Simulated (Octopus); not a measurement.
**HNO (nitroxyl) at BLYP (scalar, in the pseudopotentials, pseudodojo_pbe potentials, pseudopotentials pseudodojo_pbe, grid spacing 0.15 angstrom)**

What is the energy change on altering one bond length of HNO (nitroxyl) at BLYP (scalar, in the pseudopotentials, pseudodojo_pbe potentials, pseudopotentials pseudodojo_pbe, grid spacing 0.15 angstrom)? 

The results are computed with Octopus 16.4.

3 further runs of the same task are left out: 2 that didn't finish, 1 set aside as unsound or not needed. Runs told in other sessions of the task aren't counted.

## (1) The structure to begin with

HNO: 3 atoms, total charge 0, spin state singlet. SMILES: `N=O`. The shape is that of a PBE0-D4/def2-TZVP optimisation.

Bond lengths: N1–O2 1.190 Å, N1–H3 1.063 Å. Angles: O2–N1–H3 108.9°.

## (2) Energy and forces at BLYP (scalar, in the pseudopotentials, pseudodojo_pbe potentials, pseudopotentials pseudodojo_pbe, grid spacing 0.15 angstrom)

Input file geometry.xyz:

```xyz
3

N     -0.283700     0.312787    -0.117157
O      0.755300     0.397197     0.456503
H     -0.471600    -0.709983    -0.339347
```

Started as:

```
$ OMP_NUM_THREADS=1 octopus > gs.log
```

Standard output:

```text
Version                : 16.4
************************** Calculation Mode **************************
Input: [CalculationMode = gs]
Input: [SpinComponents = unpolarized]
******************************* Space ********************************
Octopus will run in 3 dimension(s).
Octopus will treat the system as periodic in 0 dimension(s).
Input: [AllElectronType = no]
Input: [PseudopotentialSet = pseudodojo_pbe]
Reading Coordinates from geometry.xyz
****************************** Species *******************************
  Species 'N'
    type             : pseudopotential
    file format      : UPF2
    valence charge   : 5.0
    atomic number    :   7
    form on file     : kleinman-bylander
    lmax             : 1
    llocal           : -1
    projectors per l : 2
    total projectors : 4
    application form : kleinman-bylander
    orbitals         :  4
    bound orbitals   :  4
  Species 'O'
    type             : pseudopotential
    file format      : UPF2
    valence charge   : 6.0
    atomic number    :   8
    form on file     : kleinman-bylander
    lmax             : 2
    llocal           : -1
    projectors per l : 2
    total projectors : 6
    application form : kleinman-bylander
    orbitals         :  4
    bound orbitals   :  4
  Species 'H'
    type             : pseudopotential
    file format      : UPF2
[... 33 lines left out ...]
** Warning:
[... 80 lines left out ...]
Converged eigenvectors: 0
#  State  Eigenvalue [eV]  Occupation    Error
[... 10 lines left out ...]
Converged eigenvectors: 0
#  State  Eigenvalue [eV]  Occupation    Error
[... 68 lines left out ...]
Converged eigenvectors: 0
#  State  Eigenvalue [eV]  Occupation    Error
[... 10 lines left out ...]
Converged eigenvectors: 0
#  State  Eigenvalue [eV]  Occupation    Error
[... 7 lines left out ...]
Info: SCF converged in   23 iterations
** Warning:
**   Some of the states are not fully converged!
[... 1 line left out ...]
Octopus emitted 2 warnings.
```

Wall time 24 s (1 thread of Arm Neoverse V1, shared host); peak memory 0.17 GiB.

## (3) The distorted shape at the same level

Input file geometry.xyz:

```xyz
3

N     -0.264908     0.415074    -0.094935
O      0.774092     0.499484     0.478725
H     -0.509184    -0.914558    -0.383789
```

Started as:

```
$ OMP_NUM_THREADS=1 octopus > gs.log
```

Standard output:

```text
Version                : 16.4
************************** Calculation Mode **************************
Input: [CalculationMode = gs]
Input: [SpinComponents = unpolarized]
******************************* Space ********************************
Octopus will run in 3 dimension(s).
Octopus will treat the system as periodic in 0 dimension(s).
Input: [AllElectronType = no]
Input: [PseudopotentialSet = pseudodojo_pbe]
Reading Coordinates from geometry.xyz
****************************** Species *******************************
  Species 'N'
    type             : pseudopotential
    file format      : UPF2
    valence charge   : 5.0
    atomic number    :   7
    form on file     : kleinman-bylander
    lmax             : 1
    llocal           : -1
    projectors per l : 2
    total projectors : 4
    application form : kleinman-bylander
    orbitals         :  4
    bound orbitals   :  4
  Species 'O'
    type             : pseudopotential
    file format      : UPF2
    valence charge   : 6.0
    atomic number    :   8
    form on file     : kleinman-bylander
    lmax             : 2
    llocal           : -1
    projectors per l : 2
    total projectors : 6
    application form : kleinman-bylander
    orbitals         :  4
    bound orbitals   :  4
  Species 'H'
    type             : pseudopotential
    file format      : UPF2
[... 33 lines left out ...]
** Warning:
[... 51 lines left out ...]
** Warning:
[... 33 lines left out ...]
Converged eigenvectors: 0
#  State  Eigenvalue [eV]  Occupation    Error
[... 10 lines left out ...]
Converged eigenvectors: 0
#  State  Eigenvalue [eV]  Occupation    Error
[... 71 lines left out ...]
Converged eigenvectors: 0
#  State  Eigenvalue [eV]  Occupation    Error
[... 10 lines left out ...]
Converged eigenvectors: 0
#  State  Eigenvalue [eV]  Occupation    Error
[... 7 lines left out ...]
Info: SCF converged in   24 iterations
** Warning:
**   Some of the states are not fully converged!
[... 1 line left out ...]
Octopus emitted 3 warnings.
```

It took 27 s on 1 thread of Arm Neoverse V1, shared host; peak memory 0.18 GiB.

## (4) What came out

Level: BLYP (scalar, in the pseudopotentials, pseudodojo_pbe potentials, pseudopotentials pseudodojo_pbe, grid spacing 0.15 angstrom).

| quantity | value |
| --- | --- |
| first shape: total energy | -27.36305 Eh |
| first shape: dipole moment | 1.51 D |
| first shape: HOMO energy | -5.43 eV |
| first shape: largest force on an atom | 2.413 eV/Å |
| distorted shape: total energy | -27.34538 Eh |
| distorted shape: dipole moment | 0.52 D |
| distorted shape: HOMO energy | -5.81 eV |
| distorted shape: largest force on an atom | 2.476 eV/Å |
| energy change with the N1–H3 bond stretched from 1.063 to 1.382 Å | 0.481 eV |

**Reading.** With the N1–H3 bond stretched from 1.063 to 1.382 Å the energy rises by 0.48 eV (11.1 kcal/mol). The first shape isn't relaxed at this level, so the change isn't measured from a minimum. The largest force (first shape) is 2.41 eV/Å: the shape isn't a stationary point for this species at this level.
